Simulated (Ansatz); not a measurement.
Two structures of CH6SSi, singlet, reached by relaxing down either side of one saddle point (PBE0-D4/def2-TZVP). Energies are electronic, without zero-point energy. Computed with Ansatz 0.2.0 (basis: def2-TZVPP and def2-QZVPP); correlated methods freeze the cores. Extrapolation: Hartree–Fock as exp(−7.88 √X), correlation as X^−2.97. First:

```
9
angstrom
Si -0.3153 -0.5191 0.1164
S 1.6798 -1.2358 0.4358
H -0.9723 -1.2987 -0.9668
H -1.1243 -0.6862 1.3535
C -0.1636 1.2788 -0.3483
H 1.3043 -2.4887 0.7428
H 0.3165 1.8470 0.4512
H -1.1531 1.7070 -0.5259
H 0.4280 1.3956 -1.2588
```

Second:

```xyz
9
angstrom
Si -1.1079 -0.3178 0.0262
S 1.0646 -1.4364 0.1537
H 1.1346 -2.0966 -1.0176
H -0.9045 -0.2976 1.5465
C -0.2938 1.3896 -0.3217
H 0.6394 -2.5294 0.8091
H 0.5870 1.6382 0.2742
H -1.0638 2.1360 -0.0889
H -0.0555 1.5141 -1.3815
```

Question: Which bonds change from the first to the second?

Answer: CH₆SSi ([CH3][SiH2][SH]) → CH₄Si ([CH3][SiH]) + H₂S (still joined by a long Si–S bond); bonds formed: S2–H3; bonds broken: Si1–H3; bonds weakened to dative contacts: Si1–S2.

Question: Give the saddle point's structure and its height above each. (Judge from chemistry; the value comes from the calculation.)

Answer: By the calculation: 68.65 kcal/mol above the first and 10.45 kcal/mol above the second (CCSD(T) at an estimated basis limit (MP2 extrapolated from triple and quadruple zeta, plus CCSD(T) − MP2 in triple zeta)).
```xyz
9
angstrom
Si -0.8977 -0.4130 -0.0870
S 1.4467 -1.4897 0.0132
H 0.1706 -1.6655 -0.7553
H -1.0449 -0.5276 1.4105
C -0.2527 1.3499 -0.3267
H 1.0387 -2.4135 0.8979
H 0.4552 1.6600 0.4434
H -1.1190 2.0206 -0.2851
H 0.2031 1.4788 -1.3109
```

No T1 diagnostic of these runs exceeds 0.016. The restricted Hartree–Fock reference is unstable towards an unrestricted one at one or more of these structures.

Losses and insertions of silylenes and their heavier kin drive the gas-phase chemistry of silicon and germanium vapour deposition.

Labels in which every atom is bracketed show which atoms are joined, not bond orders.

For scale, one of the runs: CCSD(T)/def2-TZVPP, 199 basis functions, launched by `ansatz run in.yaml --threads 2 --pin off --events-out ev --progress --plain --max-ram 4352MiB`. Time: 48 s of wall clock on 2 CPU threads; the host was shared. Peak host memory: 2.2 GiB.
